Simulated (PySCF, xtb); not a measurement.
Acid–base and redox partners of C=C. Isolated molecules, 0 K electronic values unless said otherwise. Strings in code marks are SMILES.

Quantity: bond dissociation enthalpy (X–H) at 298 K, in eV. Enthalpy corrections at 298 K come from GFN2-xTB frequencies (xtb).

Level 1: PBE-D3(BJ)/def2-TZVP // PBE0-D3(BJ)/def2-TZVP (PySCF)
Level 2: BP86/6-31G* // PBE0-D3(BJ)/def2-TZVP (PySCF)
Level 3: M06-2X/6-31G* // PBE0-D3(BJ)/def2-TZVP (PySCF)
Level 4: PBE/6-31G* // PBE0-D3(BJ)/def2-TZVP (PySCF)

```tsv
species	level 1	level 2	level 3	level 4
H atom removed from C1: `C=[CH]`	4.60	4.76	4.76	4.65
```
